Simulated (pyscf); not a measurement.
Substitution at Si: Cl–CH₂–SiH₂–Cl + H atom (H•) → Cl–CH₂–SiH₂–Cl + H atom (H•)

Gas phase, doublet surface, charge 0. Bonds broken: Si2–H4. Bonds formed: Si2–H8. PySCF, gas phase, ωB97X-D3(BJ)/def2-SVP geometries.

Transition state (Å):

```xyz
9

C      1.3439    -0.0517     0.3924
Si    -0.4722    -0.1439     0.9750
Cl    -0.5275    -0.8499     2.9097
H     -0.5857    -1.5203     0.0981
H      1.8597    -1.0081     0.5555
H      1.3923     0.1970    -0.6791
H     -0.8399     1.3108     0.9779
H     -1.8951    -0.4960     0.3443
Cl     2.1934     1.2175     1.3129
```

One imaginary mode, 373i cm⁻¹; descent along it reached the two sides named.

```tsv
bond	change	reactant side (Å)	saddle	product side
Si2–H4	breaks	1.488	1.636	3.9
Si2–H8	forms	3.7	1.596	1.488
```

Electronic energies relative to the separated reactants (kcal/mol):

```
level                   barrier  reaction energy  reverse barrier
----------------------  -------  ---------------  ---------------
ωB97X-D3(BJ)/def2-TZVP     12.7              0.0             12.7
PBE/def2-TZVP               6.4              0.0              6.4
r²SCAN/def2-TZVP            5.6              0.0              5.6
B3LYP-D3(BJ)/def2-TZVP      8.6              0.0              8.6
PBE0-D3(BJ)/def2-TZVP       9.0              0.0              9.0
M06-2X/def2-TZVP           13.6              0.0             13.6
ωB97M-D3(BJ)/def2-TZVP     12.7              0.0             12.7
HF/def2-TZVP               29.8              0.0             29.8
```

With ωB97M-D3(BJ)/def2-TZVP energies and thermal terms (ideal gas, 1 atm, RRHO with modes under 100 cm⁻¹ raised to 100, one conformer, R ln 2 for chiral ones without a mode under 150 cm⁻¹), in kcal/mol:

| T (K) | ΔH‡ | ΔG‡ | ΔH | ΔG |
|---|---|---|---|---|
| 298 | 12.4 | 19.8 | 0.0 | 0.0 |
| 600 | 11.8 | 27.6 | 0.0 | 0.0 |
| 900 | 11.4 | 35.6 | 0.0 | 0.0 |
| 1200 | 11.1 | 43.8 | 0.0 | 0.0 |

Abstraction by the radical was not located in this set and often lies lower. Cl–CH₂–SiH₂–Cl lies 43.7 kcal/mol over its isomer H₃C–SiH(Cl)–Cl (electronic energy, ωB97M-D3(BJ)/def2-TZVP). This is the saddle that the search found; another between the same sides may lie lower. The angle at the attacked Si is 63° (front-side attack).
